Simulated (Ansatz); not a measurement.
# doublet CH5Al+: levels of theory compared

We compute a comparison of 6 runs (UHF/STO-3G, UB2PLYP/STO-3G, UHSE06/STO-3G, UMP2/STO-3G, UCCSDT(Q)/STO-3G, UCCSDTQ/STO-3G) of doublet CH5Al+. 

Program for the calculation: Ansatz 0.2.0.

56 further runs of the same task are left out: 2 that didn't finish, 54 set aside as unsound or not needed.

### Step 1. The system as given

The species is CH5Al+ (7 atoms), meant as a doublet with charge +1. As SMILES of the parent species, `[H][Al]([H])[CH3]`. Geometry: a GFN2-xTB relaxation, a rough one for these elements and not checked as a minimum. That shape belongs to the parent species and isn't relaxed for this state.

Bond lengths: Al1–C4 1.985 Å, Al1–H2 1.551 Å, Al1–H3 1.551 Å, C4–H5 1.097 Å, C4–H6 1.098 Å, C4–H7 1.098 Å. Angles: Al1–C4–H5 113.2°, Al1–C4–H6 112.2°, Al1–C4–H7 112.2°, H2–Al1–C4 123.8°, H3–Al1–C4 123.7°, H5–C4–H6 106.1°, H5–C4–H7 105.9°, H6–C4–H7 106.7°, H2–Al1–H3 112.5°.

### Step 2. The energy at UHF/STO-3G (run 1)

The input, job.yaml:

```yaml
crystal:
  periodic: [false, false, false]
  atoms:
    - {symbol: Al, position_ang: [0.532240, 0.925980, -0.002840]}
    - {symbol: H, position_ang: [2.079610, 1.030730, 0.039470]}
    - {symbol: H, position_ang: [-0.157080, 2.315610, -0.032820]}
    - {symbol: C, position_ang: [-0.456800, -0.794540, -0.002750]}
    - {symbol: H, position_ang: [-0.578610, -1.223840, -1.005100]}
    - {symbol: H, position_ang: [-1.469240, -0.690290, 0.408830]}
    - {symbol: H, position_ang: [0.049890, -1.563640, 0.595200]}
basis:
  gaussian: {orbitals: STO-3G}
magnetization: {spin_polarized: true, initial_magnetization: 1}
accuracy: high
total_charge: 1
hamiltonian: {xc: hf}
```

Launch:

```
$ ansatz run job.yaml --threads 1 --pin off --max-ram 2610MiB --events-out events.jsonl --progress --plain --runs-dir runs
```

Log:

```text
Warning: RAYON_NUM_THREADS=1 ignored (pool sized by the plan → 1); use --threads N
Functional definition: HF
  name "HF"
  exchange = exact_x
  correlation = 0
336 factors; integrals over basis functions are off by at most 1.4e-8 eV
mean field evaluation 1: about -7590.0354 eV, gradient 1.7e1 eV
mean field evaluation 2: about -7590.0613 eV, gradient 1.7e1 eV
mean field evaluation 4: about -7592.3704 eV, gradient 1.9e0 eV
mean field evaluation 8: about -7592.4405 eV, gradient 2.4e-2 eV
mean field evaluation 16: about -7588.9778 eV, gradient 1.5e1 eV
mean field evaluation 32: about -7592.7626 eV, gradient 2.6e-8 eV
mean field evaluation 64: about -7592.7542 eV, gradient 1.9e-1 eV
mean field evaluation 96: about -7587.0754 eV, gradient 1.7e1 eV
mean field -7592.76255982 eV, -279.0288775139 hartree, gradient 2.6e-8 eV, S^2 0.764105; 3 other end points of the search recorded, 0 dependent functions left out
reference -7592.76255982 eV, -279.0288775139 hartree; 12, 11 occupied and 7, 8 virtual orbitals, 336 factors
Total energy: -7592.76255982 eV, -279.0288775139 hartree
```

Wall time 0.2 s (1 thread of Arm Neoverse V2, shared host).

### Step 3. A single-point energy at UB2PLYP/STO-3G (run 2)

The input, run.yaml:

```yaml
crystal:
  periodic: [false, false, false]
  atoms:
    - {symbol: Al, position_ang: [0.532240, 0.925980, -0.002840]}
    - {symbol: H, position_ang: [2.079610, 1.030730, 0.039470]}
    - {symbol: H, position_ang: [-0.157080, 2.315610, -0.032820]}
    - {symbol: C, position_ang: [-0.456800, -0.794540, -0.002750]}
    - {symbol: H, position_ang: [-0.578610, -1.223840, -1.005100]}
    - {symbol: H, position_ang: [-1.469240, -0.690290, 0.408830]}
    - {symbol: H, position_ang: [0.049890, -1.563640, 0.595200]}
basis:
  gaussian:
    orbitals: STO-3G
total_charge: 1
magnetization:
  spin_polarized: true
  initial_magnetization: 1
hamiltonian:
  xc: {name: B2PLYP}
correlation:
  frozen_orbitals: {Al: 5, C: 1, H: 0}
accuracy: high
```

Launch:

```
$ ansatz run run.yaml --threads 1 --pin off --max-ram 2610MiB --events-out events.jsonl --progress --plain --runs-dir runs
```

Log (excerpt; [...] marks lines left out):

```text
Warning: RAYON_NUM_THREADS=1 ignored (pool sized by the plan → 1); use --threads N
Functional definition: B2PLYP
  name "B2PLYP"
[...]
336 factors; integrals over basis functions are off by at most 1.4e-8 eV
[...]
mean field -7607.56713673 eV, -279.5729356808 hartree, gradient 6.7e-8 eV, S^2 0.763302; 3 other end points of the search recorded, 0 dependent functions left out
6 core orbitals not correlated: weight in the atoms' cores, before any rotation towards them, 0.999 or more for the frozen orbitals, at most 0.000 for the correlated occupied ones
reference -7607.56715643 eV, -279.5729364047 hartree; 6, 5 occupied and 7, 8 virtual orbitals, 336 factors
second order -2.81610845 eV of doubles, -0.00000000 eV of singles
Total energy: -7608.32750571 eV, -279.6008787254 hartree
```

It took 5.7 s on 1 thread of Arm Neoverse V2, shared host; peak memory 0.14 GiB.

Runs 3 to 4 aren't shown in full; the table further down has their settings and results.

### Step 4. A single-point energy at UCCSDT(Q)/STO-3G (run 5)

The input, molecule.yaml:

```yaml
crystal:
  periodic: [false, false, false]
  atoms:
    - {symbol: Al, position_ang: [0.532240, 0.925980, -0.002840]}
    - {symbol: H, position_ang: [2.079610, 1.030730, 0.039470]}
    - {symbol: H, position_ang: [-0.157080, 2.315610, -0.032820]}
    - {symbol: C, position_ang: [-0.456800, -0.794540, -0.002750]}
    - {symbol: H, position_ang: [-0.578610, -1.223840, -1.005100]}
    - {symbol: H, position_ang: [-1.469240, -0.690290, 0.408830]}
    - {symbol: H, position_ang: [0.049890, -1.563640, 0.595200]}
basis:
  gaussian:
    orbitals: STO-3G
total_charge: 1
magnetization:
  spin_polarized: true
  initial_magnetization: 1
correlation:
  method: ccsdt_q
  frozen_orbitals: {Al: 5, C: 1, H: 0}
accuracy: high
scf:
  omitted_lower_state_checks: [cluster_reference, increment]
```

Launch:

```
$ ansatz run molecule.yaml --threads 1 --pin off --max-ram 2610MiB --events-out events.jsonl --progress --plain --runs-dir runs
```

Log:

```text
Warning: RAYON_NUM_THREADS=1 ignored (pool sized by the plan → 1); use --threads N
[... 13 lines left out ...]
6 core orbitals not correlated: weight in the atoms' cores, before any rotation towards them, 0.999 or more for the frozen orbitals, at most 0.000 for the correlated occupied ones
[... 33 lines left out ...]
Total energy: -7595.92168169 eV, -279.1449731016 hartree
Checks for a lower state left out: cluster_reference, increment
```

Run time: 0.92 s. Hardware: 1 thread of Arm Neoverse V2, shared host.

### Step 5. A single-point energy at UCCSDTQ/STO-3G (run 6)

The input, molecule.yaml:

```yaml
crystal:
  periodic: [false, false, false]
  atoms:
    - symbol: Al
      position_ang: [0.532240, 0.925980, -0.002840]
    - symbol: H
      position_ang: [2.079610, 1.030730, 0.039470]
    - symbol: H
      position_ang: [-0.157080, 2.315610, -0.032820]
    - symbol: C
      position_ang: [-0.456800, -0.794540, -0.002750]
    - symbol: H
      position_ang: [-0.578610, -1.223840, -1.005100]
    - symbol: H
      position_ang: [-1.469240, -0.690290, 0.408830]
    - symbol: H
      position_ang: [0.049890, -1.563640, 0.595200]
basis:
  gaussian:
    orbitals: STO-3G
scf:
  omitted_lower_state_checks: [cluster_reference, increment]
magnetization:
  spin_polarized: true
  initial_magnetization: 1
total_charge: 1
accuracy: high
correlation:
  method: ccsdtq
  frozen_orbitals: {Al: 5, C: 1, H: 0}
```

Launch:

```
$ ansatz run molecule.yaml --threads 1 --pin off --max-ram 2610MiB --events-out events.jsonl --progress --plain --runs-dir runs
```

Log:

```text
Warning: RAYON_NUM_THREADS=1 ignored (pool sized by the plan → 1); use --threads N
[... 13 lines left out ...]
6 core orbitals not correlated: weight in the atoms' cores, before any rotation towards them, 0.999 or more for the frozen orbitals, at most 0.000 for the correlated occupied ones
[... 35 lines left out ...]
Total energy: -7595.92213580 eV, -279.1449897897 hartree
Checks for a lower state left out: cluster_reference, increment
```

It took 23 s on 1 thread of Arm Neoverse V2, shared host; peak memory 0.2 GiB.

### Step 6. Overview of the runs

| run | level | frozen core orbitals | energy (Eh) | ⟨S²⟩ | wall time |
| --- | --- | --- | --- | --- | --- |
| 1 | UHF/STO-3G | – | -279.028878 | 0.764 | 0.2 s |
| 2 | UB2PLYP/STO-3G | 6 | -279.600879 | 0.763 | 5.7 s |
| 3 | UHSE06/STO-3G | – | -279.638917 | 0.762 | 7.2 s |
| 4 | UMP2/STO-3G | 6 | -279.106773 | 0.764 | 0.18 s |
| 5 | UCCSDT(Q)/STO-3G | 6 | -279.144973 | 0.764 | 0.92 s |
| 6 | UCCSDTQ/STO-3G | 6 | -279.144990 | 0.764 | 23 s |

### Step 7. Results

| quantity | value |
| --- | --- |
| run 6: total energy | -279.14499 Eh |
| run 6: correlation energy (6 core orbitals frozen) | -116.1 mEh |
| run 6: ⟨S²⟩ of the reference determinant | 0.764 |
| run 6: T1 diagnostic | 0.021 |

**Reading.** Below the UHF energy at the same shape and in the same basis (STO-3G): UMP2 -77.9 mEh; UCCSDT(Q) -116.1 mEh; UCCSDTQ -116.1 mEh. Totals of different functionals can't be ranked against each other. In runs 1, 2, 3, 4, 5, 6 the basis is minimal, so the values are rough. All runs together took 37 s, the longest 23 s.
